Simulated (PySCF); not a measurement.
Gas-phase reaction: 2 H2SiNH + H2 ⇌ SiH2(NH2)2 + SiH2

Method: PySCF energies (xtb for GFN2) plus ideal-gas RRHO corrections (1 bar). † marks an energy on the PBE0/def2-TZVP geometry and frequencies; other levels use their own. MP2 and CCSD(T) freeze the core. All species are closed-shell singlets. B3LYP is the form with VWN-RPA correlation. No R ln 2 is added for the mirror-image form of SiH2(NH2)2. H2SiNH, SiH2(NH2)2: computed as isolated molecules; such fragments, hydroxides, amides, oligomers or adducts are transient or little studied in the gas. MP2 isn't extrapolated to the basis-set limit; its ΔH°(298 K) is -203.8 kJ in def2-SVP and -196.8 kJ in def2-TZVPP. CCSD(T) isn't extrapolated to the basis-set limit; its ΔH°(298 K) is -216.2 kJ in def2-SVP and -214.7 kJ in def2-TZVPP. The harmonic model lacks anharmonicity and excited electronic states, which grow with temperature; levels with a mode under 35 cm⁻¹ are left out. Internal rotation in SiH2(NH2)2 is treated as a harmonic vibration of one conformer, which makes the entropy rough. Warning, large T1 diagnostic: H2SiNH (CCSD(T)/def2-SVP†).

```json
[
 {"level": "B3LYP/def2-TZVP†", "ΔE electronic, kJ": "-227", "ΔH°(298 K), kJ": "-200", "ΔS°(298 K), J/K": "-125", "ΔG°(1400 K), kJ": "-22"},
 {"level": "BLYP/def2-TZVP†", "ΔE electronic, kJ": "-189", "ΔH°(298 K), kJ": "-162", "ΔS°(298 K), J/K": "-125", "ΔG°(1400 K), kJ": "17"},
 {"level": "CCSD(T)/def2-SVP†", "ΔE electronic, kJ": "-243", "ΔH°(298 K), kJ": "-216", "ΔS°(298 K), J/K": "-125", "ΔG°(1400 K), kJ": "-38"},
 {"level": "GFN2-xTB", "ΔE electronic, kJ": "-22", "ΔH°(298 K), kJ": "5", "ΔS°(298 K), J/K": "-131", "ΔG°(1400 K), kJ": "193"},
 {"level": "HF/def2-TZVP†", "ΔE electronic, kJ": "-305", "ΔH°(298 K), kJ": "-278", "ΔS°(298 K), J/K": "-125", "ΔG°(1400 K), kJ": "-99"},
 {"level": "M06-2X/def2-TZVP†", "ΔE electronic, kJ": "-260", "ΔH°(298 K), kJ": "-234", "ΔS°(298 K), J/K": "-125", "ΔG°(1400 K), kJ": "-55"},
 {"level": "MP2/def2-SVP†", "ΔE electronic, kJ": "-231", "ΔH°(298 K), kJ": "-204", "ΔS°(298 K), J/K": "-125", "ΔG°(1400 K), kJ": "-26"},
 {"level": "MP2/def2-TZVPP†", "ΔE electronic, kJ": "-224", "ΔH°(298 K), kJ": "-197", "ΔS°(298 K), J/K": "-125", "ΔG°(1400 K), kJ": "-19"},
 {"level": "ωB97X-V/def2-TZVP†", "ΔE electronic, kJ": "-259", "ΔH°(298 K), kJ": "-232", "ΔS°(298 K), J/K": "-125", "ΔG°(1400 K), kJ": "-53"}
]
```
ΔH° is lowest at HF/def2-TZVP† and highest at GFN2-xTB. No reference value is set beside these.
